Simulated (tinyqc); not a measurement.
Inside a calculation (part 1 of 2). Method: UHF in the sto-3g basis, for H2O, spin multiplicity 1. Computed by tinyqc, a small Python program that keeps every step (integrals from PySCF). Settings: charge = 0, multiplicity = 1, basis = sto-3g, energy threshold = 1e-08, iteration cap = 57, orthogonalisation = canonical, start = Wolfsberg-Helmholz matrix, DIIS depth = 6, DIIS from iteration = 2, method = UHF, break = 0.7. Command: `OMP_NUM_THREADS=1 python tinyqc.py 23678 23679 out.jsonl` (the two numbers bound the seeds that draw the settings). One thread of a shared host (Intel(R) Xeon(R) Processor @ 2.60GHz), about 0.4 s of CPU time with the checks. Later iterations appear only in the table of the cycle.

## One-electron integrals

Geometry (angstrom):
```
atom         x          y         z
O     0.000000   0.000000  0.000000
H     0.000000   0.913000  0.870000
H     0.000000  -0.921000  0.877000
```

Basis sto-3g: exponents (1/bohr^2) and contraction coefficients of normalised primitives:
```
element  l (shell)    exponent  coefficient
O            s (1)  130.709320     0.154329
O            s (1)   23.808861     0.535328
O            s (1)    6.443608     0.444635
O            s (2)    5.033151    -0.099967
O            s (2)    1.169596     0.399513
O            s (2)    0.380389     0.700115
O            p (3)    5.033151     0.155916
O            p (3)    1.169596     0.607684
O            p (3)    0.380389     0.391957
H            s (1)    3.425251     0.154329
H            s (1)    0.623914     0.535328
H            s (1)    0.168855     0.444635
```

Overlap, kinetic and nuclear-attraction integrals over the contracted functions; the nuclear repulsion is the sum of Za Zb / Rab.

nuclear repulsion = 6.97414889 hartree

overlap S, order 1O 1s, 1O 2s, 1O 2px, 1O 2py, 1O 2pz, 2H 1s, 3H 1s:
```
[[1.000000, 0.236704, 0.000000, 0.000000, 0.000000, 0.026300, 0.025664],
 [0.236704, 1.000000, 0.000000, 0.000000, 0.000000, 0.299608, 0.294435],
 [0.000000, 0.000000, 1.000000, 0.000000, 0.000000, 0.000000, 0.000000],
 [0.000000, 0.000000, 0.000000, 1.000000, 0.000000, 0.202171, -0.199384],
 [0.000000, 0.000000, 0.000000, 0.000000, 1.000000, 0.192649, 0.189859],
 [0.026300, 0.299608, 0.000000, 0.202171, 0.192649, 1.000000, 0.155603],
 [0.025664, 0.294435, 0.000000, -0.199384, 0.189859, 0.155603, 1.000000]]
```

kinetic energy T (hartree), order 1O 1s, 1O 2s, 1O 2px, 1O 2py, 1O 2pz, 2H 1s, 3H 1s:
```
[[29.003200, -0.168011, 0.000000, 0.000000, 0.000000, -0.008249, -0.008112],
 [-0.168011, 0.808128, 0.000000, 0.000000, 0.000000, 0.026930, 0.024745],
 [0.000000, 0.000000, 2.528731, 0.000000, 0.000000, 0.000000, 0.000000],
 [0.000000, 0.000000, 0.000000, 2.528731, 0.000000, 0.076980, -0.073919],
 [0.000000, 0.000000, 0.000000, 0.000000, 2.528731, 0.073354, 0.070388],
 [-0.008249, 0.026930, 0.000000, 0.076980, 0.073354, 0.760032, -0.007097],
 [-0.008112, 0.024745, 0.000000, -0.073919, 0.070388, -0.007097, 0.760032]]
```

nuclear attraction V (hartree), order 1O 1s, 1O 2s, 1O 2px, 1O 2py, 1O 2pz, 2H 1s, 3H 1s:
```
[[-61.454157, -7.380893, 0.000000, -0.000106, -0.012234, -0.838117, -0.817783],
 [-7.380893, -9.886317, 0.000000, -0.001252, -0.152608, -2.189097, -2.145440],
 [0.000000, 0.000000, -9.771891, 0.000000, 0.000000, 0.000000, 0.000000],
 [-0.000106, -0.001252, 0.000000, -9.837190, -0.000708, -1.282294, 1.259563],
 [-0.012234, -0.152608, 0.000000, -0.000708, -9.831143, -1.259084, -1.236335],
 [-0.838117, -2.189097, 0.000000, -1.282294, -1.259084, -4.835086, -0.811310],
 [-0.817783, -2.145440, 0.000000, 1.259563, -1.236335, -0.811310, -4.808882]]
```

core Hamiltonian H = T + V (hartree), order 1O 1s, 1O 2s, 1O 2px, 1O 2py, 1O 2pz, 2H 1s, 3H 1s:
```
[[-32.450957, -7.548904, 0.000000, -0.000106, -0.012234, -0.846366, -0.825895],
 [-7.548904, -9.078189, 0.000000, -0.001252, -0.152608, -2.162167, -2.120695],
 [0.000000, 0.000000, -7.243160, 0.000000, 0.000000, 0.000000, 0.000000],
 [-0.000106, -0.001252, 0.000000, -7.308459, -0.000708, -1.205315, 1.185643],
 [-0.012234, -0.152608, 0.000000, -0.000708, -7.302412, -1.185730, -1.165947],
 [-0.846366, -2.162167, 0.000000, -1.205315, -1.185730, -4.075054, -0.818407],
 [-0.825895, -2.120695, 0.000000, 1.185643, -1.165947, -0.818407, -4.048850]]
```

## Two-electron integrals

Functions are numbered as in S; the eight-fold symmetry (ij|kl) = (ji|kl) = (kl|ij) leaves the list below.

Two-electron integrals (ij|kl) in chemists' order, unique and non-zero (hartree):
```
(11|11) 4.785065    (21|11) 0.741380    (21|21) 0.136873    (22|11) 1.118947
(22|21) 0.256633    (22|22) 0.817206    (31|31) 0.024477    (32|31) 0.037809
(32|32) 0.180518    (33|11) 1.115814    (33|21) 0.256684    (33|22) 0.817023
(33|33) 0.880159    (41|41) 0.024477    (42|41) 0.037809    (42|42) 0.180518
(43|43) 0.047444    (44|11) 1.115814    (44|21) 0.256684    (44|22) 0.817023
(44|33) 0.785270    (44|44) 0.880159    (51|51) 0.024477    (52|51) 0.037809
(52|52) 0.180518    (53|53) 0.047444    (54|54) 0.047444    (55|11) 1.115814
(55|21) 0.256684    (55|22) 0.817023    (55|33) 0.785270    (55|44) 0.785270
(55|55) 0.880159    (61|11) 0.083238    (61|21) 0.015256    (61|22) 0.028488
(61|33) 0.028434    (61|41) 0.000489    (61|42) 0.000928    (61|44) 0.028521
(61|51) 0.000466    (61|52) 0.000884    (61|54) 0.000083    (61|55) 0.028513
(61|61) 0.001721    (62|11) 0.232145    (62|21) 0.054042    (62|22) 0.194334
(62|33) 0.190851    (62|41) 0.002917    (62|42) 0.023698    (62|44) 0.196225
(62|51) 0.002779    (62|52) 0.022582    (62|54) 0.005121    (62|55) 0.195731
(62|61) 0.006153    (62|62) 0.060610    (63|31) 0.005279    (63|32) 0.032076
(63|43) 0.004732    (63|53) 0.004510    (63|63) 0.008027    (64|11) 0.130339
(64|21) 0.030702    (64|22) 0.117932    (64|33) 0.112788    (64|41) 0.006710
(64|42) 0.045432    (64|44) 0.125308    (64|51) 0.001363    (64|52) 0.012727
(64|54) 0.007421    (64|55) 0.115562    (64|61) 0.003625    (64|62) 0.044776
(64|64) 0.040755    (65|11) 0.124200    (65|21) 0.029256    (65|22) 0.112377
(65|33) 0.107476    (65|41) 0.001363    (65|42) 0.012727    (65|44) 0.110387
(65|51) 0.006578    (65|52) 0.044204    (65|54) 0.007507    (65|55) 0.119139
(65|61) 0.003454    (65|62) 0.042667    (65|64) 0.031186    (65|65) 0.037745
(66|11) 0.414850    (66|21) 0.098089    (66|22) 0.406692    (66|33) 0.391905
(66|41) 0.005994    (66|42) 0.069166    (66|44) 0.414917    (66|51) 0.005712
(66|52) 0.065908    (66|54) 0.021929    (66|55) 0.412801    (66|61) 0.011221
(66|62) 0.170512    (66|64) 0.144011    (66|65) 0.137228    (66|66) 0.774606
(71|11) 0.081219    (71|21) 0.014887    (71|22) 0.027798    (71|33) 0.027746
(71|41) -0.000476   (71|42) -0.000904   (71|44) 0.027830    (71|51) 0.000453
(71|52) 0.000861    (71|54) -0.000080   (71|55) 0.027823    (71|61) 0.001659
(71|62) 0.005847    (71|64) 0.003191    (71|65) 0.003286    (71|66) 0.010613
(71|71) 0.001638    (72|11) 0.227505    (72|21) 0.052966    (72|22) 0.190588
(72|33) 0.187171    (72|41) -0.002857   (72|42) -0.023264   (72|44) 0.192447
(72|51) 0.002721    (72|52) 0.022153    (72|54) -0.005024   (72|55) 0.191955
(72|61) 0.005873    (72|62) 0.047748    (72|64) 0.024567    (72|65) 0.032719
(72|66) 0.108672    (72|71) 0.005884    (72|72) 0.058420    (73|31) 0.005163
(73|32) 0.031410    (73|43) -0.004640   (73|53) 0.004418    (73|63) 0.006104
(73|73) 0.007719    (74|11) -0.128073   (74|21) -0.030170   (74|22) -0.115970
(74|33) -0.110921   (74|41) 0.006566    (74|42) 0.044545    (74|44) -0.123207
(74|51) -0.001336   (74|52) -0.012507   (74|54) 0.007281    (74|55) -0.113647
(74|61) -0.003214   (74|62) -0.024659   (74|64) -0.006950   (74|65) -0.016602
(74|66) -0.052108   (74|71) -0.003475   (74|72) -0.043281   (74|74) 0.039446
(75|11) 0.121955    (75|21) 0.028729    (75|22) 0.110430    (75|33) 0.105622
(75|41) -0.001336   (75|42) -0.012507   (75|44) 0.108485    (75|51) 0.006435
(75|52) 0.043320    (75|54) -0.007366   (75|55) 0.117054    (75|61) 0.003307
(75|62) 0.032767    (75|64) 0.016570    (75|65) 0.028238    (75|66) 0.081243
(75|71) 0.003309    (75|72) 0.041213    (75|74) -0.030211   (75|75) 0.036487
(76|11) 0.078752    (76|21) 0.018543    (76|22) 0.073821    (76|33) 0.071882
(76|41) -2.27e-06   (76|42) -0.000031   (76|44) 0.073033    (76|51) 0.001379
(76|52) 0.014041    (76|54) -0.000008   (76|55) 0.076467    (76|61) 0.002096
(76|62) 0.024049    (76|64) 0.015517    (76|65) 0.019072    (76|66) 0.076138
(76|71) 0.002045    (76|72) 0.023655    (76|74) -0.015335   (76|75) 0.018797
(76|76) 0.012846    (77|11) 0.411583    (77|21) 0.097321    (77|22) 0.403785
(77|33) 0.389199    (77|41) -0.005912   (77|42) -0.068413   (77|44) 0.411916
(77|51) 0.005630    (77|52) 0.065144    (77|54) -0.021632   (77|55) 0.409797
(77|61) 0.010791    (77|62) 0.110008    (77|64) 0.052600    (77|65) 0.082073
(77|66) 0.286746    (77|71) 0.010861    (77|72) 0.166781    (77|74) -0.141293
(77|75) 0.134543    (77|76) 0.076138    (77|77) 0.774606
```

## Orthogonalisation

S = U s U^T; canonical form X = U s^(-1/2), so that X^T S X = 1. Each column of U has its largest component positive (the first on a tie).

eigenvalues of S: [0.532455, 0.627885, 0.880243, 1.000000, 1.117000, 1.216589, 1.625829]

X, order 1O 1s, 1O 2s, 1O 2px, 1O 2py, 1O 2pz, 2H 1s, 3H 1s:
```
[[-0.405329, 0.016082, 0.692955, 0.000000, 0.614860, -0.003206, 0.203580],
 [0.925010, -0.027043, -0.303404, 0.000000, 0.342876, -0.003256, 0.451608],
 [0.000000, 0.000000, 0.000000, 1.000000, 0.000000, 0.000000, 0.000000],
 [0.025462, 0.765069, -0.001609, 0.000000, 0.000517, 0.720816, 0.003647],
 [0.463456, -0.011856, 0.686569, 0.000000, -0.580204, -0.000810, 0.241211],
 [-0.592018, -0.692388, -0.212997, 0.000000, -0.176098, 0.385518, 0.397573],
 [-0.540586, 0.725800, -0.216940, 0.000000, -0.178862, -0.392108, 0.391683]]
```

## Starting guess

The start is the generalised Wolfsberg-Helmholz matrix (K = 1.75) built on H, with HOMO and LUMO mixed by +/-0.7 rad for the two spins; D(s) = C_occ C_occ^T for each spin.

D(alpha) at the start, order 1O 1s, 1O 2s, 1O 2px, 1O 2py, 1O 2pz, 2H 1s, 3H 1s:
```
[[1.040671, -0.173252, 0.001414, 0.001346, 0.039890, -0.058855, -0.055617],
 [-0.173252, 0.760463, -0.006137, -0.005455, -0.147332, 0.172459, 0.160451],
 [0.001414, -0.006137, 0.584984, 0.242258, -0.003493, -0.383173, 0.401968],
 [0.001346, -0.005455, 0.242258, 0.963881, -0.002815, -0.029322, 0.037377],
 [0.039890, -0.147332, -0.003493, -0.002815, 0.929392, 0.068357, 0.062107],
 [-0.058855, 0.172459, -0.383173, -0.029322, 0.068357, 0.319160, -0.235193],
 [-0.055617, 0.160451, 0.401968, 0.037377, 0.062107, -0.235193, 0.341627]]
```

D(beta) at the start, order 1O 1s, 1O 2s, 1O 2px, 1O 2py, 1O 2pz, 2H 1s, 3H 1s:
```
[[1.040671, -0.173252, -0.001414, 0.001346, 0.039890, -0.058855, -0.055617],
 [-0.173252, 0.760463, 0.006137, -0.005455, -0.147332, 0.172459, 0.160451],
 [-0.001414, 0.006137, 0.584984, -0.242258, 0.003493, 0.383173, -0.401968],
 [0.001346, -0.005455, -0.242258, 0.963881, -0.002815, -0.029322, 0.037377],
 [0.039890, -0.147332, 0.003493, -0.002815, 0.929392, 0.068357, 0.062107],
 [-0.058855, 0.172459, 0.383173, -0.029322, 0.068357, 0.319160, -0.235193],
 [-0.055617, 0.160451, -0.401968, 0.037377, 0.062107, -0.235193, 0.341627]]
```

## Iteration 1: building the Fock matrix

J_ij = sum D_kl (ij|kl) with D = D(alpha) + D(beta), K_ij = sum D_kl (ik|jl) for each spin; F = H + J - K(s); E = tr D H + tr D J / 2 - 0.5 sum_s tr D(s) K(s) + E_nn.

Coulomb J (hartree), order 1O 1s, 1O 2s, 1O 2px, 1O 2py, 1O 2pz, 2H 1s, 3H 1s:
```
[[17.448203, 3.293847, 0.000000, -0.000500, -0.005690, 0.367448, 0.358573],
 [3.293847, 8.180073, 0.000000, -0.003197, 0.021901, 1.935207, 1.900026],
 [0.000000, 0.000000, 8.103544, 0.000000, 0.000000, 0.000000, 0.000000],
 [-0.000500, -0.003197, 0.000000, 8.209835, -0.000562, 1.174555, -1.158397],
 [-0.005690, 0.021901, 0.000000, -0.000562, 8.203700, 1.129600, 1.111973],
 [0.367448, 1.935207, 0.000000, 1.174555, 1.129600, 4.234177, 0.747441],
 [0.358573, 1.900026, 0.000000, -1.158397, 1.111973, 0.747441, 4.225892]]
```

exchange K(alpha) (hartree), order 1O 1s, 1O 2s, 1O 2px, 1O 2py, 1O 2pz, 2H 1s, 3H 1s:
```
[[4.879127, 0.843406, 0.000115, 0.000085, 0.003012, 0.095711, 0.093435],
 [0.843406, 1.257831, -0.003262, -0.001672, -0.052179, 0.365309, 0.357963],
 [0.000115, -0.003262, 0.777170, 0.110250, -0.001586, -0.095136, 0.099991],
 [0.000085, -0.001672, 0.110250, 1.113424, -0.000570, 0.200557, -0.197490],
 [0.003012, -0.052179, -0.001586, -0.000570, 1.109871, 0.191572, 0.188335],
 [0.095711, 0.365309, -0.095136, 0.200557, 0.191572, 0.406475, 0.088049],
 [0.093435, 0.357963, 0.099991, -0.197490, 0.188335, 0.088049, 0.412054]]
```

exchange K(beta) (hartree), order 1O 1s, 1O 2s, 1O 2px, 1O 2py, 1O 2pz, 2H 1s, 3H 1s:
```
[[4.879127, 0.843406, -0.000115, 0.000085, 0.003012, 0.095711, 0.093435],
 [0.843406, 1.257831, 0.003262, -0.001672, -0.052179, 0.365309, 0.357963],
 [-0.000115, 0.003262, 0.777170, -0.110250, 0.001586, 0.095136, -0.099991],
 [0.000085, -0.001672, -0.110250, 1.113424, -0.000570, 0.200557, -0.197490],
 [0.003012, -0.052179, 0.001586, -0.000570, 1.109871, 0.191572, 0.188335],
 [0.095711, 0.365309, 0.095136, 0.200557, 0.191572, 0.406475, 0.088049],
 [0.093435, 0.357963, -0.099991, -0.197490, 0.188335, 0.088049, 0.412054]]
```

F(alpha) (hartree), order 1O 1s, 1O 2s, 1O 2px, 1O 2py, 1O 2pz, 2H 1s, 3H 1s:
```
[[-19.881880, -5.098463, -0.000115, -0.000691, -0.020935, -0.574629, -0.560757],
 [-5.098463, -2.155947, 0.003262, -0.002776, -0.078528, -0.592268, -0.578631],
 [-0.000115, 0.003262, 0.083214, -0.110250, 0.001586, 0.095136, -0.099991],
 [-0.000691, -0.002776, -0.110250, -0.212048, -0.000700, -0.231316, 0.224736],
 [-0.020935, -0.078528, 0.001586, -0.000700, -0.208582, -0.247702, -0.242309],
 [-0.574629, -0.592268, 0.095136, -0.231316, -0.247702, -0.247352, -0.159015],
 [-0.560757, -0.578631, -0.099991, 0.224736, -0.242309, -0.159015, -0.235012]]
```

F(beta) (hartree), order 1O 1s, 1O 2s, 1O 2px, 1O 2py, 1O 2pz, 2H 1s, 3H 1s:
```
[[-19.881880, -5.098463, 0.000115, -0.000691, -0.020935, -0.574629, -0.560757],
 [-5.098463, -2.155947, -0.003262, -0.002776, -0.078528, -0.592268, -0.578631],
 [0.000115, -0.003262, 0.083214, 0.110250, -0.001586, -0.095136, 0.099991],
 [-0.000691, -0.002776, 0.110250, -0.212048, -0.000700, -0.231316, 0.224736],
 [-0.020935, -0.078528, -0.001586, -0.000700, -0.208582, -0.247702, -0.242309],
 [-0.574629, -0.592268, -0.095136, -0.231316, -0.247702, -0.247352, -0.159015],
 [-0.560757, -0.578631, 0.099991, 0.224736, -0.242309, -0.159015, -0.235012]]
```

total energy of this density = -74.26636192 hartree

## Iteration 1: diagonalisation and new density

Diagonalise F' = X^T F X, C = X C', fill 5 alpha and 5 beta electrons from the bottom; D(s) = C_occ C_occ^T. Each column has its largest component positive (the first on a tie).

F' = X^T F X (alpha) (hartree):
```
[[-0.685696, 0.049732, 2.708566, -0.001277, 2.687165, -0.012291, 0.996929],
 [0.049732, 0.286075, -0.125208, -0.222903, -0.131099, 0.026477, -0.051124],
 [2.708566, -0.125208, -7.393986, 0.001625, -8.175702, 0.047342, -3.895966],
 [-0.001277, -0.222903, 0.001625, 0.083214, 0.001202, -0.003597, 0.000089],
 [2.687165, -0.131099, -8.175702, 0.001202, -9.679467, 0.054340, -4.661348],
 [-0.012291, 0.026477, 0.047342, -0.003597, 0.054340, -0.390890, 0.022838],
 [0.996929, -0.051124, -3.895966, 0.000089, -4.661348, 0.022838, -3.050337]]
```

orbital energies (alpha) (hartree): [-19.891038, -0.978483, -0.391670, -0.296622, -0.059244, 0.354103, 0.431866]

coefficients C (alpha), order 1O 1s, 1O 2s, 1O 2px, 1O 2py, 1O 2pz, 2H 1s, 3H 1s:
```
[[0.994232, -0.233571, 0.004230, 0.096214, 0.000630, 0.109147, -0.001482],
 [0.024206, 0.865576, -0.018708, -0.438341, -0.003924, -0.572326, 0.008888],
 [0.000001, -0.002532, -0.011929, 0.003754, 0.842368, -0.020450, -0.538364],
 [0.000067, 0.004012, 0.687954, -0.014250, 0.435031, -0.003091, 0.665440],
 [0.002553, 0.109723, 0.012956, 0.789578, -0.012559, -0.667245, 0.010398],
 [-0.003916, 0.189814, 0.422328, 0.263153, -0.357773, 0.669967, -0.593666],
 [-0.003818, 0.179537, -0.413774, 0.278462, 0.379725, 0.666867, 0.579083]]
```

F' = X^T F X (beta) (hartree):
```
[[-0.685696, 0.049732, 2.708566, 0.001277, 2.687165, -0.012291, 0.996929],
 [0.049732, 0.286075, -0.125208, 0.222903, -0.131099, 0.026477, -0.051124],
 [2.708566, -0.125208, -7.393986, -0.001625, -8.175702, 0.047342, -3.895966],
 [0.001277, 0.222903, -0.001625, 0.083214, -0.001202, 0.003597, -0.000089],
 [2.687165, -0.131099, -8.175702, -0.001202, -9.679467, 0.054340, -4.661348],
 [-0.012291, 0.026477, 0.047342, 0.003597, 0.054340, -0.390890, 0.022838],
 [0.996929, -0.051124, -3.895966, -0.000089, -4.661348, 0.022838, -3.050337]]
```

orbital energies (beta) (hartree): [-19.891038, -0.978483, -0.391670, -0.296622, -0.059244, 0.354103, 0.431866]

coefficients C (beta), order 1O 1s, 1O 2s, 1O 2px, 1O 2py, 1O 2pz, 2H 1s, 3H 1s:
```
[[0.994232, -0.233571, 0.004230, 0.096214, -0.000630, 0.109147, -0.001482],
 [0.024206, 0.865576, -0.018708, -0.438341, 0.003924, -0.572326, 0.008888],
 [-0.000001, 0.002532, 0.011929, -0.003754, 0.842368, 0.020450, 0.538364],
 [0.000067, 0.004012, 0.687954, -0.014250, -0.435031, -0.003091, 0.665440],
 [0.002553, 0.109723, 0.012956, 0.789578, 0.012559, -0.667245, 0.010398],
 [-0.003916, 0.189814, 0.422328, 0.263153, 0.357773, 0.669967, -0.593666],
 [-0.003818, 0.179537, -0.413774, 0.278462, -0.379725, 0.666867, 0.579083]]
```

D(alpha) after iteration 1, order 1O 1s, 1O 2s, 1O 2px, 1O 2py, 1O 2pz, 2H 1s, 3H 1s:
```
[[1.052329, -0.220363, 0.001434, 0.000942, 0.052925, -0.021348, -0.020450],
 [-0.220363, 0.942316, -0.006919, -0.004856, -0.251262, 0.042356, 0.039500],
 [0.001434, -0.006919, 0.709746, 0.358186, -0.008047, -0.305907, 0.325395],
 [0.000942, -0.004856, 0.358186, 0.662751, -0.007361, 0.131911, -0.122713],
 [0.052925, -0.251262, -0.008047, -0.007361, 0.635805, 0.238562, 0.229427],
 [-0.021348, 0.042356, -0.305907, 0.131911, 0.238562, 0.411657, -0.203233],
 [-0.020450, 0.039500, 0.325395, -0.122713, 0.229427, -0.203233, 0.425189]]
```

D(beta) after iteration 1, order 1O 1s, 1O 2s, 1O 2px, 1O 2py, 1O 2pz, 2H 1s, 3H 1s:
```
[[1.052329, -0.220363, -0.001434, 0.000942, 0.052925, -0.021348, -0.020450],
 [-0.220363, 0.942316, 0.006919, -0.004856, -0.251262, 0.042356, 0.039500],
 [-0.001434, 0.006919, 0.709746, -0.358186, 0.008047, 0.305907, -0.325395],
 [0.000942, -0.004856, -0.358186, 0.662751, -0.007361, 0.131911, -0.122713],
 [0.052925, -0.251262, 0.008047, -0.007361, 0.635805, 0.238562, 0.229427],
 [-0.021348, 0.042356, 0.305907, 0.131911, 0.238562, 0.411657, -0.203233],
 [-0.020450, 0.039500, -0.325395, -0.122713, 0.229427, -0.203233, 0.425189]]
```
